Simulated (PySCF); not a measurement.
Compound: allyl, C₃H₅ (doublet state).
Cartesian coordinates in Å at the PBE0-D3(BJ)/def2-SVP level; atoms count from 1:
```
atom  x, y, z in Å
C1    -0.7350    0.4723   -0.8082
C2     0.0822   -0.4162   -0.1288
C3     0.6834   -0.1735    1.0953
H4    -1.1762    0.2135   -1.7727
H5    -0.9607    1.4597   -0.3951
H6     0.2684   -1.3900   -0.5981
H7     1.3170   -0.9239    1.5720
H8     0.5391    0.7770    1.6173
```

The hyperfine couplings belong to this conformer and change with its torsions.

The species is `[CH2]C=C` (allyl).

Computed, not measured: UKS B3LYP, IGLO-III on C, pcH-1 on H, non-relativistic, mean-field spin-orbit, GIAO (PySCF 2.14.0). Geometry: PBE0-D3(BJ)/def2-SVP; no solvent, vibrations or thermal averaging. Stability of the SCF solution: not tested. ⟨S²⟩ is 0.779 where a pure state has 0.75.

The Mulliken spin populations are largest on C1 (+0.70), C3 (+0.70) and C2 (-0.27). The positive populations add up to 1.41 and the negative ones to -0.41, together 2S = 1. The angles at C1 add up to 360.0°, so it is planar; its axial dipolar tensor and the negative couplings of its protons fit spin in a p orbital normal to that plane.

McConnell's relation a(H) = Q·ρ ties the coupling of a proton on a planar π carbon to the spin population of that carbon. What Q do the computed values give?

```
 H   C    ρ(C)  a(H) (G)  a/ρ (G)
H4  C1  +0.698    -15.57    -22.3
H5  C1  +0.698    -14.63    -21.0
H6  C2  -0.273     +4.51    -16.5
H7  C3  +0.698    -15.56    -22.3
H8  C3  +0.698    -14.64    -21.0
```

A least-squares line through the origin gives Q = -21.4 G with Mulliken populations. Where ρ is negative the coupling is positive.

Couplings in gauss use g_iso = 2.0026.
